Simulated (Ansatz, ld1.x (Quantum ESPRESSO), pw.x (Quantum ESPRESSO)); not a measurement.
Which Al potential is closest to all-electron in the fcc crystal?

All use PBE, scalar-relativistic, no spin, cutoffs from each file’s atomic test, pw.x 7.5; 14³ k-points, Fermi–Dirac smearing 0.01 Ry. Δ is the rms difference from all-electron LAPW of the E(V) curves that follow from fits to the pressures, over ±6 % in volume. Mesh and smearing are coarse and serve the comparison alone. The files are a selection: those with a ghost or negative overlap were mostly not run, and those with noisy or unconverged pressures or nearly equal Δ are left out.

All-electron: a0 = 4.040 Å (V0 = 16.49 Å³/atom), B0 = 76.6 GPa.

Question: Rank them by Δ, smallest first.
A. PAW, ld1.x (Quantum ESPRESSO) 7.5, PBE; core [Ne], reference 3s2 3p0.5; waves: 3s (bound): rcut 1.25, rcutus 1.65 bohr; 3s channel at 1.35 Ry: rcut 1.25, rcutus 1.65 bohr; 3p (bound): rcut 2.20, rcutus 2.90 bohr; 3p channel at -0.1 Ry: rcut 2.20, rcutus 2.90 bohr; 3d channel at 0.05 Ry: rcut 2.10, rcutus 2.70 bohr; local part: all-electron potential smoothed inside 2.50 bohr (lloc = -2); core correction: Bessel-smoothed model core inside 0.90 bohr; augmentation: PSQ, inside the norm-conserving radii.
B. ultrasoft, ld1.x (Quantum ESPRESSO) 7.5, PBE; core [Ne], reference 3s1.75 3p1.25; waves: 3s (bound): rcut 1.80, rcutus 2.10 bohr; 3s channel at 2.05 Ry: rcut 1.80, rcutus 2.10 bohr; 3p (bound): rcut 1.85, rcutus 2.35 bohr; 3p channel at 0.5 Ry: rcut 1.85, rcutus 2.35 bohr; local part: all-electron potential smoothed inside 1.80 bohr (lloc = -1); core correction: Bessel-smoothed model core, default radius (core density twice the valence density); augmentation: PSQ, radius 1.65 bohr.
C. norm-conserving Troullier–Martins (Kleinman–Bylander form), ld1.x (Quantum ESPRESSO) 7.5, PBE; core [Ne], reference 3s1.75 3p1.25; waves: 3s (bound): rc 1.70 bohr; 3p (bound): rc 1.85 bohr; 3d channel at 0.05 Ry: rc 1.95 bohr; local part: all-electron potential smoothed inside 1.80 bohr (lloc = -1); core correction: Bessel-smoothed model core, default radius (core density twice the valence density).

Answer: A (1.9 meV/atom), C (2.7 meV/atom), B (11.8 meV/atom).
